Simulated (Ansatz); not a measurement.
# Au2Cu: the cost of one run

The runs use Ansatz 0.2.0, Gaussian basis; the settings change from run to run.

## Step 1: The relaxed structure

The geometry comes from an earlier relaxation with PBE0-D4 in a triple-zeta def2 set; it is a stationary point. Au takes a core potential in def2 sets; no spin-orbit term is included.

3 atoms, charge 0, spin multiplicity 2.

Atoms are counted from 1 here; the program's logs count them from 0.

Bond lengths: Au1–Au2 2.765 Å, Au1–Cu3 2.468 Å, Au2–Cu3 2.468 Å. Angles: Au2–Au1–Cu3 55.9°, Au1–Au2–Cu3 55.9°, Au1–Cu3–Au2 68.1°.

## Step 2: wB97/def2-TZVPD

Set apart from the defaults: multiplicity 4.

in.yaml

```yaml
crystal:
  periodic: [false, false, false]
  atoms:
    - {symbol: Au, position_ang: [0.544682, -1.072575, -0.963657]}
    - {symbol: Au, position_ang: [0.573563, 1.406979, 0.259195]}
    - {symbol: Cu, position_ang: [-1.118235, -0.334394, 0.704462]}
basis:
  gaussian: {orbitals: def2-TZVPD}
magnetization: {spin_polarized: true, initial_magnetization: 3}
hamiltonian: {xc: {name: wB97}}
scf: {omitted_lower_state_checks: [starts]}
output: {forces: true}
```

Started as:

```console
$ ansatz run in.yaml --threads 4 --pin off --events-out ev --progress --plain --max-ram 3916MiB
```

Q: Estimate wall time and peak memory on 4 threads of Arm Neoverse V2, shared host.

About 34 s, with a peak of 0.64 GiB.
